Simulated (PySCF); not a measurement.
**H₄SeS, a complex of two parts: interaction energy**

Wanted: the interaction energy for `S` with `[SeH2]`.

Programs: PySCF 2.14.0. All values are calculated, for the isolated system unless a continuum is named. Atoms count from 0, parts from 1.

## 1. The system as given

6 atoms, charge 0, multiplicity 1; geometry: GFN2-xTB. Parts: 1 = atoms 0–2, `S`, charge 0; 2 = atoms 3–5, `[SeH2]`, charge 0.

## 2. Geometry optimisation at PBE0-D3(BJ)/def2-TZVPD

Job settings and geometry (Å):

```
{"job": {"xc": "PBE0", "basis": "def2-TZVPD", "d3": "d3bj", "grid": 3, "kind": "geom", "shake": 0.01}, "charge": 0, "multiplicity": 1, "parts": [{"atoms": "0-2", "charge": 0, "multiplicity": 1}, {"atoms": "3-5", "charge": 0, "multiplicity": 1}]}
S     -0.294438     0.599095    -0.041048
H     -0.568626    -0.486250     0.643368
H      0.974424     0.402069    -0.044790
Se     0.054908    -1.943463    -2.952634
H     -0.376018    -0.775002    -2.231843
H     -1.304116    -2.105473    -3.482253
```

Command:

```
OMP_NUM_THREADS=1 python cluster_run.py task.json out
```

The driver reads the jobs from task.json and runs them one after another.

The program printed:

```text
step   0  E = -2801.72638683  max force = 0.033940
step   1  E = -2801.73001826  max force = 0.004757
step   2  E = -2801.73012915  max force = 0.000342
step   3  E = -2801.73013703  max force = 0.000275
optimisation converged
```

Wall time 44 s (1 thread of Arm Neoverse N1, shared host); peak memory 0.57 GiB.

Along the way:

```csv
step,energy from step 0 (eV),largest force component (eV/Å)
0,0.0000,1.7453
1,-0.0988,0.2446
2,-0.1018,0.0176
3,-0.1020,0.0141
```

Close pairs (by a distance rule), those that changed most:

```csv
bond,before (Å),after (Å),change (Å)
S0–H2,1.284,1.342,+0.058
Se3–H4,1.439,1.472,+0.033
S0–H1,1.312,1.342,+0.030
Se3–H5,1.468,1.467,-0.001
```

The next job starts from the end point, and lists it.

```csv
at the end point,value
point group (found at 0.08 Å tolerance),C1
"rotational constants (GHz, main isotopes)","91.126, 1.229, 1.223"
dipole moment (D),0.83
```

Contacts at the end point (a selection, picked against the atoms' radii; other short pairs can be missing):

```csv
atoms,distance (Å),kind (by distance and angle),angle (°)
S0···H4,2.75,inside the van der Waals sum,–
```

Against the parts relaxed at this level the binding energy is -2.04 kcal/mol, without counterpoise.

## 3. Coupled-cluster interaction energy: CCSD(T) and MP2, 2.75 Å

Job settings and geometry (Å):

```
{"job": {"kind": "intercc", "basis": "aug-cc-pVDZ", "basis_mid": "aug-cc-pVTZ", "basis_large": "aug-cc-pVQZ"}, "charge": 0, "multiplicity": 1, "parts": [{"atoms": "0-2", "charge": 0, "multiplicity": 1}, {"atoms": "3-5", "charge": 0, "multiplicity": 1}]}
S     -0.340540     0.768419    -0.016891
H     -0.589030    -0.373088     0.643584
H      0.982361     0.542021    -0.015537
Se     0.061185    -2.092058    -2.990533
H     -0.334249    -0.918371    -2.195601
H     -1.293421    -2.235908    -3.533911
```

With the program's defaults for keys left out, this is: CCSD(T)/aug-cc-pVDZ and MP2/aug-cc-pVTZ, aug-cc-pVQZ counterpoise interaction energy, frozen core, gas phase.

The program printed:

```text
part 1, own basis, geometry of the cluster
final grid: 22496 points
cycle   1  E = -398.6951661354  dE = -1.567e-01  |g| = 1.978e-01  |ddm| = 2.492e+00
cycle   2  E = -398.7117222493  dE = -1.656e-02  |g| = 6.736e-02  |ddm| = 4.166e-01
cycle   3  E = -398.7134036551  dE = -1.681e-03  |g| = 2.022e-02  |ddm| = 9.782e-02
cycle   4  E = -398.7137171124  dE = -3.135e-04  |g| = 5.325e-03  |ddm| = 3.875e-02
cycle   5  E = -398.7137393755  dE = -2.226e-05  |g| = 1.133e-03  |ddm| = 1.169e-02
cycle   6  E = -398.7137404125  dE = -1.037e-06  |g| = 2.694e-04  |ddm| = 3.014e-03
cycle   7  E = -398.7137404758  dE = -6.334e-08  |g| = 4.235e-05  |ddm| = 1.062e-03
cycle   8  E = -398.7137404775  dE = -1.613e-09  |g| = 9.684e-06  |ddm| = 1.239e-04
cycle   9  E = -398.7137404775  dE = -8.998e-11  |g| = 1.314e-06  |ddm| = 3.212e-05
converged SCF energy = -398.7137404775

part 2, own basis, geometry of the cluster
final grid: 23824 points
cycle   1  E = -2401.0314203516  dE = -1.035e+00  |g| = 1.955e-01  |ddm| = 2.954e+00
cycle   2  E = -2401.0472599464  dE = -1.584e-02  |g| = 6.231e-02  |ddm| = 4.034e-01
cycle   3  E = -2401.0487275243  dE = -1.468e-03  |g| = 1.781e-02  |ddm| = 1.106e-01
cycle   4  E = -2401.0489725497  dE = -2.450e-04  |g| = 5.050e-03  |ddm| = 4.333e-02
cycle   5  E = -2401.0489890141  dE = -1.646e-05  |g| = 1.731e-03  |ddm| = 1.144e-02
cycle   6  E = -2401.0489906489  dE = -1.635e-06  |g| = 3.038e-04  |ddm| = 4.021e-03
cycle   7  E = -2401.0489907356  dE = -8.668e-08  |g| = 4.218e-05  |ddm| = 1.106e-03
cycle   8  E = -2401.0489907374  dE = -1.775e-09  |g| = 9.510e-06  |ddm| = 1.433e-04
cycle   9  E = -2401.0489907375  dE = -1.014e-10  |g| = 1.768e-06  |ddm| = 3.710e-05
converged SCF energy = -2401.0489907375

part 1, own basis, relaxed alone
final grid: 22496 points
cycle   1  E = -398.6951793105  dE = -1.562e-01  |g| = 1.978e-01  |ddm| = 2.493e+00
cycle   2  E = -398.7117324781  dE = -1.655e-02  |g| = 6.734e-02  |ddm| = 4.167e-01
cycle   3  E = -398.7134131078  dE = -1.681e-03  |g| = 2.022e-02  |ddm| = 9.779e-02
cycle   4  E = -398.7137264564  dE = -3.133e-04  |g| = 5.323e-03  |ddm| = 3.876e-02
cycle   5  E = -398.7137486968  dE = -2.224e-05  |g| = 1.133e-03  |ddm| = 1.169e-02
cycle   6  E = -398.7137497318  dE = -1.035e-06  |g| = 2.693e-04  |ddm| = 3.012e-03
cycle   7  E = -398.7137497950  dE = -6.328e-08  |g| = 4.235e-05  |ddm| = 1.062e-03
cycle   8  E = -398.7137497966  dE = -1.615e-09  |g| = 9.677e-06  |ddm| = 1.239e-04
cycle   9  E = -398.7137497967  dE = -8.862e-11  |g| = 1.312e-06  |ddm| = 3.209e-05
converged SCF energy = -398.7137497967

part 2, own basis, relaxed alone
final grid: 23824 points
cycle   1  E = -2401.0314642312  dE = -1.032e+00  |g| = 1.953e-01  |ddm| = 2.957e+00
cycle   2  E = -2401.0472598304  dE = -1.580e-02  |g| = 6.246e-02  |ddm| = 4.041e-01
cycle   3  E = -2401.0487298815  dE = -1.470e-03  |g| = 1.782e-02  |ddm| = 1.108e-01
cycle   4  E = -2401.0489757575  dE = -2.459e-04  |g| = 5.054e-03  |ddm| = 4.350e-02
cycle   5  E = -2401.0489923123  dE = -1.655e-05  |g| = 1.735e-03  |ddm| = 1.150e-02
cycle   6  E = -2401.0489939500  dE = -1.638e-06  |g| = 3.031e-04  |ddm| = 4.042e-03
cycle   7  E = -2401.0489940362  dE = -8.617e-08  |g| = 4.176e-05  |ddm| = 1.107e-03
cycle   8  E = -2401.0489940379  dE = -1.723e-09  |g| = 9.377e-06  |ddm| = 1.425e-04
cycle   9  E = -2401.0489940380  dE = -9.504e-11  |g| = 1.734e-06  |ddm| = 3.678e-05
converged SCF energy = -2401.0489940380

cluster
final grid: 6552 points
cycle   1  E = -2799.7614126994  dE = -1.573e-03  |g| = 1.248e-02  |ddm| = 3.546e-01
cycle   2  E = -2799.7615293255  dE = -1.166e-04  |g| = 3.943e-03  |ddm| = 7.142e-02
cycle   3  E = -2799.7615451460  dE = -1.582e-05  |g| = 1.123e-03  |ddm| = 2.445e-02
cycle   4  E = -2799.7615462375  dE = -1.092e-06  |g| = 3.555e-04  |ddm| = 4.339e-03
cycle   5  E = -2799.7615463566  dE = -1.191e-07  |g| = 1.026e-04  |ddm| = 1.374e-03
cycle   6  E = -2799.7615463636  dE = -7.004e-09  |g| = 2.809e-05  |ddm| = 3.924e-04
cycle   7  E = -2799.7615463642  dE = -6.858e-10  |g| = 7.923e-06  |ddm| = 1.140e-04
converged SCF energy = -2799.7615463642

part 1 in the basis of the cluster
final grid: 6552 points
cycle   1  E = -398.7138019538  dE = -6.184e-05  |g| = 1.667e-03  |ddm| = 2.345e-01
cycle   2  E = -398.7138032413  dE = -1.287e-06  |g| = 2.815e-04  |ddm| = 3.144e-02
cycle   3  E = -398.7138032906  dE = -4.928e-08  |g| = 2.898e-05  |ddm| = 5.876e-03
cycle   4  E = -398.7138032913  dE = -6.883e-10  |g| = 5.613e-06  |ddm| = 3.353e-04
converged SCF energy = -398.7138032913

part 2 in the basis of the cluster
final grid: 6552 points
cycle   1  E = -2401.0490044658  dE = -1.454e-05  |g| = 6.046e-04  |ddm| = 1.210e-01
cycle   2  E = -2401.0490045934  dE = -1.276e-07  |g| = 9.518e-05  |ddm| = 1.189e-02
cycle   3  E = -2401.0490045963  dE = -2.882e-09  |g| = 3.487e-05  |ddm| = 1.722e-03
cycle   4  E = -2401.0490045964  dE = -1.428e-10  |g| = 3.492e-06  |ddm| = 2.054e-04
converged SCF energy = -2401.0490045964

Interaction energy (kcal/mol)
  counterpoise       -1.529
  uncorrected        -2.241
  dispersion part     0.000
  deformation         0.054
  binding            -1.476

Decomposition of the uncorrected value (kcal/mol)
  electrostatic      -2.646
  Pauli               4.460
  orbital            -1.071
  dispersion          0.000
  correlation        -2.984

Charge of each part in the cluster: 0.008 -0.008
part 1, own basis, geometry of the cluster
final grid: 22496 points
cycle   1  E = -398.6992038861  dE = -1.583e-01  |g| = 2.003e-01  |ddm| = 2.599e+00
cycle   2  E = -398.7159229812  dE = -1.672e-02  |g| = 7.215e-02  |ddm| = 4.273e-01
cycle   3  E = -398.7176614311  dE = -1.738e-03  |g| = 2.116e-02  |ddm| = 1.481e-01
cycle   4  E = -398.7180007940  dE = -3.394e-04  |g| = 5.822e-03  |ddm| = 5.240e-02
cycle   5  E = -398.7180275302  dE = -2.674e-05  |g| = 1.207e-03  |ddm| = 2.004e-02
cycle   6  E = -398.7180286213  dE = -1.091e-06  |g| = 3.018e-04  |ddm| = 4.381e-03
cycle   7  E = -398.7180286987  dE = -7.747e-08  |g| = 5.033e-05  |ddm| = 1.129e-03
cycle   8  E = -398.7180287010  dE = -2.292e-09  |g| = 1.232e-05  |ddm| = 1.953e-04
cycle   9  E = -398.7180287012  dE = -1.395e-10  |g| = 1.785e-06  |ddm| = 5.749e-05
converged SCF energy = -398.7180287012

part 2, own basis, geometry of the cluster
final grid: 23824 points
cycle   1  E = -2401.0342526191  dE = -1.044e+00  |g| = 2.189e-01  |ddm| = 6.816e+00
cycle   2  E = -2401.0504614786  dE = -1.621e-02  |g| = 7.903e-02  |ddm| = 5.753e-01
cycle   3  E = -2401.0520180338  dE = -1.557e-03  |g| = 1.943e-02  |ddm| = 1.945e-01
cycle   4  E = -2401.0522963284  dE = -2.783e-04  |g| = 4.970e-03  |ddm| = 5.795e-02
cycle   5  E = -2401.0523180121  dE = -2.168e-05  |g| = 1.697e-03  |ddm| = 1.827e-02
cycle   6  E = -2401.0523189485  dE = -9.363e-07  |g| = 3.827e-04  |ddm| = 5.180e-03
cycle   7  E = -2401.0523190659  dE = -1.174e-07  |g| = 5.614e-05  |ddm| = 1.378e-03
cycle   8  E = -2401.0523190689  dE = -3.029e-09  |g| = 1.365e-05  |ddm| = 2.492e-04
cycle   9  E = -2401.0523190691  dE = -1.796e-10  |g| = 3.246e-06  |ddm| = 6.347e-05
converged SCF energy = -2401.0523190691

part 1, own basis, relaxed alone
final grid: 22496 points
cycle   1  E = -398.6992183452  dE = -1.578e-01  |g| = 2.003e-01  |ddm| = 2.599e+00
cycle   2  E = -398.7159346131  dE = -1.672e-02  |g| = 7.213e-02  |ddm| = 4.273e-01
cycle   3  E = -398.7176723030  dE = -1.738e-03  |g| = 2.116e-02  |ddm| = 1.480e-01
cycle   4  E = -398.7180115657  dE = -3.393e-04  |g| = 5.820e-03  |ddm| = 5.238e-02
cycle   5  E = -398.7180382787  dE = -2.671e-05  |g| = 1.206e-03  |ddm| = 2.002e-02
cycle   6  E = -398.7180393676  dE = -1.089e-06  |g| = 3.017e-04  |ddm| = 4.378e-03
cycle   7  E = -398.7180394450  dE = -7.739e-08  |g| = 5.033e-05  |ddm| = 1.128e-03
cycle   8  E = -398.7180394473  dE = -2.291e-09  |g| = 1.231e-05  |ddm| = 1.953e-04
cycle   9  E = -398.7180394474  dE = -1.417e-10  |g| = 1.783e-06  |ddm| = 5.746e-05
converged SCF energy = -398.7180394474

part 2, own basis, relaxed alone
final grid: 23824 points
cycle   1  E = -2401.0343003921  dE = -1.041e+00  |g| = 2.187e-01  |ddm| = 6.819e+00
cycle   2  E = -2401.0504637065  dE = -1.616e-02  |g| = 7.922e-02  |ddm| = 5.748e-01
cycle   3  E = -2401.0520231855  dE = -1.559e-03  |g| = 1.944e-02  |ddm| = 1.946e-01
cycle   4  E = -2401.0523022247  dE = -2.790e-04  |g| = 4.978e-03  |ddm| = 5.797e-02
cycle   5  E = -2401.0523240416  dE = -2.182e-05  |g| = 1.694e-03  |ddm| = 1.832e-02
cycle   6  E = -2401.0523249770  dE = -9.354e-07  |g| = 3.824e-04  |ddm| = 5.165e-03
cycle   7  E = -2401.0523250936  dE = -1.166e-07  |g| = 5.563e-05  |ddm| = 1.376e-03
cycle   8  E = -2401.0523250966  dE = -2.969e-09  |g| = 1.349e-05  |ddm| = 2.473e-04
cycle   9  E = -2401.0523250968  dE = -1.737e-10  |g| = 3.222e-06  |ddm| = 6.289e-05
converged SCF energy = -2401.0523250968

cluster
final grid: 6552 points
cycle   1  E = -2799.7689500163  dE = -1.631e-03  |g| = 1.297e-02  |ddm| = 2.849e-01
cycle   2  E = -2799.7690755310  dE = -1.255e-04  |g| = 4.132e-03  |ddm| = 5.040e-02
cycle   3  E = -2799.7690923512  dE = -1.682e-05  |g| = 1.233e-03  |ddm| = 2.053e-02
cycle   4  E = -2799.7690936331  dE = -1.282e-06  |g| = 3.913e-04  |ddm| = 5.324e-03
cycle   5  E = -2799.7690937663  dE = -1.332e-07  |g| = 1.357e-04  |ddm| = 1.593e-03
cycle   6  E = -2799.7690937762  dE = -9.972e-09  |g| = 3.417e-05  |ddm| = 5.240e-04
cycle   7  E = -2799.7690937772  dE = -9.250e-10  |g| = 9.845e-06  |ddm| = 1.714e-04
converged SCF energy = -2799.7690937772

part 1 in the basis of the cluster
final grid: 6552 points
cycle   1  E = -398.7180482696  dE = -1.957e-05  |g| = 8.767e-04  |ddm| = 1.993e-01
cycle   2  E = -398.7180486312  dE = -3.616e-07  |g| = 1.350e-04  |ddm| = 2.493e-02
cycle   3  E = -398.7180486435  dE = -1.228e-08  |g| = 1.330e-05  |ddm| = 4.404e-03
cycle   4  E = -398.7180486436  dE = -1.547e-10  |g| = 2.049e-06  |ddm| = 2.919e-04
converged SCF energy = -398.7180486436

part 2 in the basis of the cluster
final grid: 6552 points
cycle   1  E = -2401.0523216636  dE = -3.007e-06  |g| = 2.627e-04  |ddm| = 1.042e-01
cycle   2  E = -2401.0523216918  dE = -2.820e-08  |g| = 3.231e-05  |ddm| = 1.261e-02
cycle   3  E = -2401.0523216925  dE = -6.235e-10  |g| = 6.542e-06  |ddm| = 1.972e-03
converged SCF energy = -2401.0523216925

Interaction energy (kcal/mol)
  counterpoise       -1.655
  uncorrected        -2.212
  dispersion part     0.000
  deformation         0.068
  binding            -1.587

Decomposition of the uncorrected value (kcal/mol)
  electrostatic      -2.620
  Pauli               4.520
  orbital            -1.114
  dispersion          0.000
  correlation        -2.998

Charge of each part in the cluster: 0.008 -0.008
part 1 in the basis of the cluster: E(HF) = -398.698376211  E2 = -0.155628010  E(CCSD corr) = -0.178277395  (T) = -0.004915279
part 2 in the basis of the cluster: E(HF) = -2400.974704000  E2 = -0.156361638  E(CCSD corr) = -0.176856194  (T) = -0.005018754
cluster: E(HF) = -2799.671930711  E2 = -0.314962052  E(CCSD corr) = -0.357216509  (T) = -0.010320519

Counterpoise interaction energy (kcal/mol)
  hf_small                   0.721
  mp2_small                 -1.144
  ccsd_small                -0.586
  ccsdt_small               -0.828
  hf_large                   0.801
  mp2_large                 -1.655
  hf_middle                  0.792
  mp2_middle                -1.529
  scs_mp2_large             -1.065
  mp2_limit                 -1.754
  ccsdt_less_mp2             0.316
  ccsdt_limit_estimate      -1.438
  bsse_mp2_large             0.557
```

It took 2.9 min on 1 thread of Arm Neoverse N1, shared host; peak memory 1.1 GiB.

Contacts at this geometry (a selection, picked against the atoms' radii; other short pairs can be missing):

```csv
atoms,distance (Å),kind (by distance and angle),angle (°)
S0···H4,2.75,inside the van der Waals sum,–
```

Differences are taken before rounding.

```csv
method,interaction energy (kcal/mol),"from CCSD(T), limit estimate (kcal/mol)"
HF/aug-cc-pVDZ,0.72,+2.16
MP2/aug-cc-pVDZ,-1.14,+0.29
CCSD/aug-cc-pVDZ,-0.59,+0.85
CCSD(T)/aug-cc-pVDZ,-0.83,+0.61
HF/aug-cc-pVQZ,0.80,+2.24
MP2/aug-cc-pVQZ,-1.66,-0.22
SCS-MP2/aug-cc-pVQZ,-1.06,+0.37
"MP2, extrapolated",-1.75,-0.32
"CCSD(T), limit estimate",-1.44,0
```

These energies keep the parts at their geometry in the cluster; deforming them to it costs 0.07 kcal/mol (MP2).

## 4. Coupled-cluster interaction energy: CCSD(T) and MP2, 2.89 Å

Settings changed since step 3:

```diff
@@ -4,4 +4,4 @@
 H      0.982361     0.542021    -0.015537
-Se     0.061185    -2.092058    -2.990533
-H     -0.334249    -0.918371    -2.195601
-H     -1.293421    -2.235908    -3.533911
+Se     0.061500    -2.176398    -3.099469
+H     -0.333934    -1.002711    -2.304536
+H     -1.293106    -2.320248    -3.642846
```

Method: CCSD(T)/aug-cc-pVDZ and MP2/aug-cc-pVTZ, aug-cc-pVQZ counterpoise interaction energy, frozen core, gas phase.

The program printed:

```text
part 1, own basis, geometry of the cluster: E = -398.7137404775 (as before)

part 2, own basis, geometry of the cluster: E = -2401.0489907375 (as before)

part 1, own basis, relaxed alone: E = -398.7137497967 (as before)

part 2, own basis, relaxed alone: E = -2401.0489940380 (as before)

cluster
final grid: 6552 points
cycle   1  E = -2799.7622473868  dE = -1.051e-03  |g| = 9.973e-03  |ddm| = 3.251e-01
cycle   2  E = -2799.7623218012  dE = -7.441e-05  |g| = 3.131e-03  |ddm| = 6.388e-02
cycle   3  E = -2799.7623317152  dE = -9.914e-06  |g| = 9.408e-04  |ddm| = 2.026e-02
cycle   4  E = -2799.7623324595  dE = -7.443e-07  |g| = 3.010e-04  |ddm| = 3.633e-03
cycle   5  E = -2799.7623325365  dE = -7.692e-08  |g| = 9.234e-05  |ddm| = 1.130e-03
cycle   6  E = -2799.7623325422  dE = -5.764e-09  |g| = 2.196e-05  |ddm| = 3.958e-04
cycle   7  E = -2799.7623325427  dE = -4.511e-10  |g| = 6.135e-06  |ddm| = 9.168e-05
converged SCF energy = -2799.7623325427

part 1 in the basis of the cluster
final grid: 6552 points
cycle   1  E = -398.7137972767  dE = -5.726e-05  |g| = 1.583e-03  |ddm| = 2.233e-01
cycle   2  E = -398.7137984688  dE = -1.192e-06  |g| = 2.696e-04  |ddm| = 2.967e-02
cycle   3  E = -398.7137985148  dE = -4.597e-08  |g| = 2.796e-05  |ddm| = 5.502e-03
cycle   4  E = -398.7137985154  dE = -6.412e-10  |g| = 5.287e-06  |ddm| = 3.138e-04
converged SCF energy = -398.7137985154

part 2 in the basis of the cluster
final grid: 6552 points
cycle   1  E = -2401.0490027777  dE = -1.275e-05  |g| = 5.554e-04  |ddm| = 1.093e-01
cycle   2  E = -2401.0490028898  dE = -1.121e-07  |g| = 8.524e-05  |ddm| = 1.040e-02
cycle   3  E = -2401.0490028923  dE = -2.508e-09  |g| = 3.081e-05  |ddm| = 1.484e-03
cycle   4  E = -2401.0490028924  dE = -1.219e-10  |g| = 3.260e-06  |ddm| = 1.684e-04
converged SCF energy = -2401.0490028924

Interaction energy (kcal/mol)
  counterpoise       -1.577
  uncorrected        -2.186
  dispersion part     0.000
  deformation         0.054
  binding            -1.524

Decomposition of the uncorrected value (kcal/mol)
  electrostatic      -1.981
  Pauli               2.944
  orbital            -0.713
  dispersion          0.000
  correlation        -2.436

Charge of each part in the cluster: 0.006 -0.006
part 1, own basis, geometry of the cluster: E = -398.7180287012 (as before)

part 2, own basis, geometry of the cluster: E = -2401.0523190691 (as before)

part 1, own basis, relaxed alone: E = -398.7180394474 (as before)

part 2, own basis, relaxed alone: E = -2401.0523250968 (as before)

cluster
final grid: 6552 points
cycle   1  E = -2799.7697945813  dE = -1.088e-03  |g| = 1.046e-02  |ddm| = 2.523e-01
cycle   2  E = -2799.7698757427  dE = -8.116e-05  |g| = 3.320e-03  |ddm| = 4.551e-02
cycle   3  E = -2799.7698864166  dE = -1.067e-05  |g| = 1.047e-03  |ddm| = 1.753e-02
cycle   4  E = -2799.7698873019  dE = -8.853e-07  |g| = 3.441e-04  |ddm| = 4.657e-03
cycle   5  E = -2799.7698873892  dE = -8.727e-08  |g| = 1.235e-04  |ddm| = 1.277e-03
cycle   6  E = -2799.7698873984  dE = -9.219e-09  |g| = 2.603e-05  |ddm| = 5.174e-04
cycle   7  E = -2799.7698873990  dE = -6.066e-10  |g| = 7.622e-06  |ddm| = 1.395e-04
converged SCF energy = -2799.7698873990

part 1 in the basis of the cluster
final grid: 6552 points
cycle   1  E = -398.7180470691  dE = -1.850e-05  |g| = 8.565e-04  |ddm| = 1.840e-01
cycle   2  E = -398.7180474167  dE = -3.476e-07  |g| = 1.328e-04  |ddm| = 2.295e-02
cycle   3  E = -398.7180474286  dE = -1.189e-08  |g| = 1.299e-05  |ddm| = 4.080e-03
cycle   4  E = -398.7180474287  dE = -1.477e-10  |g| = 2.001e-06  |ddm| = 2.730e-04
converged SCF energy = -398.7180474287

part 2 in the basis of the cluster
final grid: 6552 points
cycle   1  E = -2401.0523213049  dE = -2.591e-06  |g| = 2.410e-04  |ddm| = 9.464e-02
cycle   2  E = -2401.0523213296  dE = -2.463e-08  |g| = 2.983e-05  |ddm| = 1.132e-02
cycle   3  E = -2401.0523213301  dE = -5.507e-10  |g| = 6.111e-06  |ddm| = 1.746e-03
converged SCF energy = -2401.0523213301

Interaction energy (kcal/mol)
  counterpoise       -1.673
  uncorrected        -2.151
  dispersion part     0.000
  deformation         0.068
  binding            -1.605

Decomposition of the uncorrected value (kcal/mol)
  electrostatic      -1.963
  Pauli               2.993
  orbital            -0.741
  dispersion          0.000
  correlation        -2.439

Charge of each part in the cluster: 0.006 -0.006
part 1 in the basis of the cluster: E(HF) = -398.698335525  E2 = -0.155528220  E(CCSD corr) = -0.178176031  (T) = -0.004904488
part 2 in the basis of the cluster: E(HF) = -2400.974693103  E2 = -0.156278149  E(CCSD corr) = -0.176772321  (T) = -0.005011431
cluster: E(HF) = -2799.672670465  E2 = -0.314238121  E(CCSD corr) = -0.356665864  (T) = -0.010235641

Counterpoise interaction energy (kcal/mol)
  hf_small                   0.225
  mp2_small                 -1.301
  ccsd_small                -0.853
  ccsdt_small               -1.054
  hf_large                   0.302
  mp2_large                 -1.673
  hf_middle                  0.294
  mp2_middle                -1.577
  scs_mp2_large             -1.195
  mp2_limit                 -1.749
  ccsdt_less_mp2             0.248
  ccsdt_limit_estimate      -1.502
  bsse_mp2_large             0.478
```

It took 2.8 min on 1 thread of Arm Neoverse N1, shared host; peak memory 1.1 GiB.

Contacts at this geometry (a selection, picked against the atoms' radii; other short pairs can be missing):

```csv
atoms,distance (Å),kind (by distance and angle),angle (°)
S0···H4,2.89,inside the van der Waals sum,–
```

Differences are taken before rounding.

```csv
method,interaction energy (kcal/mol),"from CCSD(T), limit estimate (kcal/mol)"
HF/aug-cc-pVDZ,0.22,+1.73
MP2/aug-cc-pVDZ,-1.30,+0.20
CCSD/aug-cc-pVDZ,-0.85,+0.65
CCSD(T)/aug-cc-pVDZ,-1.05,+0.45
HF/aug-cc-pVQZ,0.30,+1.80
MP2/aug-cc-pVQZ,-1.67,-0.17
SCS-MP2/aug-cc-pVQZ,-1.20,+0.31
"MP2, extrapolated",-1.75,-0.25
"CCSD(T), limit estimate",-1.50,0
```

These energies keep the parts at their geometry in the cluster; deforming them to it costs 0.07 kcal/mol (MP2).

(Part 1 of 3 ends here.)
